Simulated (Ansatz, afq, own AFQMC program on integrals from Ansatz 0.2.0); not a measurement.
Two steps: Ansatz 0.2.0 writes the Fock matrix and Cholesky factors of the valence space, and afq projects on them the lowest state that overlaps trial and start.

```yaml
crystal:
  periodic: [false, false, false]
  atoms:
    - {symbol: N, position_ang: [-0.136074, 0.000000, 0.665268]}
    - {symbol: C, position_ang: [0.113118, 0.000000, -0.676644]}
    - {symbol: H, position_ang: [0.707513, 0.000000, 1.248296]}
    - {symbol: H, position_ang: [-0.082257, 0.926855, -1.215074]}
    - {symbol: H, position_ang: [-0.082257, -0.926855, -1.215074]}
basis:
  gaussian: {orbitals: cc-pVDZ}
total_charge: 1
magnetization: {spin_polarized: false, initial_magnetization: 1}
correlation: {method: ccsd_t, electrons: outside_noble_gas, hamiltonian_folder: ham}
```

```sh
$ ansatz run in.yaml --threads 1 --pin off --events-out ev --progress --plain --max-ram 23808MiB --backend cuda --devices 0, --max-vram 18GiB
```

Options of the walk:

```
--method phaseless --trial cisd --walkers 4000 --populations 20 --least-time 60 --time-step 0.005 --steps-per-block 50 --equilibration-blocks 28 --max-blocks 4000 --target-error 0.0002 --factor-cut 1e-05 --start spin_pure --seed 4888 --release-times 0.24,0.51,0.99,1.62,2.4 --release-step 0.03 --release-every 3 --taylor-order 6
```

Times are imaginary, in 1/Eh. The walk had a cap of 130 s. With eight or more populations the least sampling time is a fifth of least-time, and the error comes from their spread.

```
orbitals 41  electrons 6 5  factors 327 of 397
reference energy -93.68373515 Eh
CCSD correlation -0.29129578 Eh in 12 cycles, weight of the determinant in the CISD state 0.8614
energy of the start -93.975029 Eh
 block  time / (1/Eh)  mean weight  energy / Eh
     1     0.250  0.9998  -93.972181
     2     0.500  0.9998  -93.976446
     3     0.750  1.0001  -93.979420
     4     1.000  0.9997  -93.981716
     5     1.250  1.0002  -93.982614
     9     2.250  0.9996  -93.985201
    15     3.750  1.0002  -93.987193
    23     5.750  0.9999  -93.986661
    31     7.750  1.0000  -93.985238
    39     9.750  0.9998  -93.987084
    47    11.750  1.0001  -93.987157
    55    13.750  0.9997  -93.986742
    57    14.250  0.9999  -93.985077
    63    15.750  1.0005  -93.985210
    71    17.750  0.9999  -93.986404
    79    19.750  0.9998  -93.986366
    83    20.750  1.0003  -93.988028
    87    21.750  1.0000  -93.986116
error from the spread of 20 populations
released: time / (1/Eh)  energy / Eh  error  mean overlap
  0.24  -93.986881  0.000169  0.9981
  0.51  -93.987161  0.000179  0.9955
  0.99  -93.987365  0.000179  0.9930
  1.62  -93.987820  0.000143  0.9821
  2.40  -93.987395  0.000149  0.9867
energy -93.986512 +/- 0.000191 Eh
(rows thinned)
```

Estimate how long the walk took on 1 × NVIDIA H100 80GB HBM3 with 2 threads of AMD EPYC 7R13 Processor (Zen 3) (shared host) (the card was shared).

46 s of wall time.

The run passed its tests (sampling time, drift between the halves within three errors, error under three times the target), which doesn't prove that it has relaxed.

Against this walk (error 5.2 meV) on the same determinant: CCSD(T) 26.0 meV higher, CCSDT(Q) 23.6 meV lower. The error is statistical and leaves out the bias of the constraint. The released energies move by 1.5 errors or more from one time to the next (meV from the phaseless value at times in 1/Eh: -10 ± 5 at 0.24, -18 ± 5 at 0.51, -23 ± 5 at 0.99, -36 ± 4 at 1.62, -24 ± 4 at 2.40), so they give no level; they do show a bias of the constraint, and the last of them that isn't too noisy lies 0 meV below CCSDT(Q). CCSDT(Q) is the surest value here, so the walk's 24 meV above it is most likely the bias of the constraint with this trial, which can have either sign.

Cautions: constraint bias not in the error; higher spins were not checked; a spin-contaminated unrestricted determinant lies lower (UHF 223 meV lower, ⟨S²⟩ 0.92); raised T1 diagnostic (T1 0.041, weight of the determinant 0.86, largest double 0.11).

CCSDT and higher add their correlation energy to the determinant of the CCSD(T) run, since their own runs factorise the integrals more tightly (a shift of under 2 meV). A walk keeps the symmetry of its determinant, which the program's search chose and which needn't be the lowest solution, so a lower state of the same spin and another symmetry isn't excluded.
